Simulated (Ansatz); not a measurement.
For CaB6-type LaB6, PBE (Ansatz, a quantum-chemistry and plane-wave program, PAW) gives:

| Quantity | Value |
|---|---|
| equilibrium lattice constant a | 4.155 Å |
| bulk modulus B0 | 174 GPa |

What does r²SCAN in Ansatz (PAW) give for the same quantities?


- lattice constant a: 4.153 Å (is nearly the same)
- bulk modulus: 180 GPa (grows by 3.4 %)

For comparison: lattice constant a 4.157 Å (measured, 296 K, not corrected to a static lattice; as tabulated in Tsubota and Kitagawa (2017), doi:10.1038/s41598-017-15766-y); bulk modulus 164 ± 2 GPa (measured, room temperature, not corrected to a static lattice, isothermal; as tabulated in LaB6 under pressure, Phys. Rev. B 80, 172104 (doi 10.1103/PhysRevB.80.172104)).

Changes are worked out from the printed values.

Unless a cell is named, each level is at its own relaxed cell (PBE 10.25, r²SCAN 10.23 Å³/atom).

Ansatz's density-functional and Hartree–Fock values are scalar-relativistic unless marked +SOC, with PAW data made under PBE.
